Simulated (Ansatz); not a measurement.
Four-centre ligand exchange

Start structure (CH8AlN, closed shell), relaxed at PBE0-D4/def2-TZVP:

```json
{"atom": "Al1", "x (Å)": "-1.2382", "y (Å)": "0.6212", "z (Å)": "-0.0688"}
{"atom": "N2", "x (Å)": "-0.1940", "y (Å)": "-0.7321", "z (Å)": "0.3905"}
{"atom": "C3", "x (Å)": "0.8037", "y (Å)": "-1.4082", "z (Å)": "-0.4098"}
{"atom": "H4", "x (Å)": "-2.2558", "y (Å)": "1.1627", "z (Å)": "1.0176"}
{"atom": "H5", "x (Å)": "-1.1396", "y (Å)": "1.1540", "z (Å)": "-1.5577"}
{"atom": "H6", "x (Å)": "0.7032", "y (Å)": "2.2511", "z (Å)": "0.7687"}
{"atom": "H7", "x (Å)": "0.3403", "y (Å)": "2.8326", "z (Å)": "0.4657"}
{"atom": "H8", "x (Å)": "-0.2539", "y (Å)": "-1.1145", "z (Å)": "1.3225"}
{"atom": "H9", "x (Å)": "0.8286", "y (Å)": "-0.9756", "z (Å)": "-1.4131"}
{"atom": "H10", "x (Å)": "0.5925", "y (Å)": "-2.4782", "z (Å)": "-0.5243"}
{"atom": "H11", "x (Å)": "1.8132", "y (Å)": "-1.3127", "z (Å)": "0.0089"}
```

The step: CH₆AlN ([CH3][NH][AlH2]) + H₂ → CH₅N ([CH3][NH2]) + AlH₃ (still joined by a long Al–N bond); bonds formed: Al1–H7, N2–H6; bonds broken: H6–H7; bonds weakened to dative contacts: Al1–N2. Ansatz 0.2.0; basis: def2-TZVPP and def2-QZVPP; cores frozen in the correlated methods. Extrapolation: Hartree–Fock as exp(−7.88 √X), correlation as X^−2.97. Energies below are by CCSD(T) at an estimated basis limit (MP2 extrapolated from triple and quadruple zeta, plus CCSD(T) − MP2 in triple zeta).

**Question.** What are the electronic barrier and the energy of the step, from the start structure to the end structure? (To be estimated.)

**Answer.** The calculation gives: Barrier 21.50 kcal/mol; step energy -12.66 kcal/mol (downhill); reverse barrier, their difference, 34.16 kcal/mol. Barrier and step energy count from the start structure, the reverse barrier from the end structure.

The saddle point: One imaginary mode of 1210i cm⁻¹.
```tsv
pair	start (Å)	saddle (Å)	end (Å)
Al1–H7	2.77	1.83	1.61
N2–H6	3.14	1.44	1.02
Al1–N2	1.77	1.89	2.05
H6–H7	0.75	0.99	2.99
```

Zero-point energy (harmonic, PBE0-D4): ZPE is 50.01 kcal/mol at the start and 51.52 kcal/mol at the saddle, so the barrier goes from 21.50 to 23.01 kcal/mol.

The T1 diagnostic stays at or below 0.013.

Labels in which every atom is bracketed show which atoms are joined, not bond orders.

For scale, one of the runs: CCSD(T)/def2-TZVPP, 216 basis functions, launched by `ansatz run in.yaml --threads 2 --pin off --events-out ev --progress --plain --max-ram 4352MiB`. Time: 58 s of wall clock on 2 CPU threads of an Intel Xeon Platinum 8375C; the host was shared. Peak host memory: 3.1 GiB.
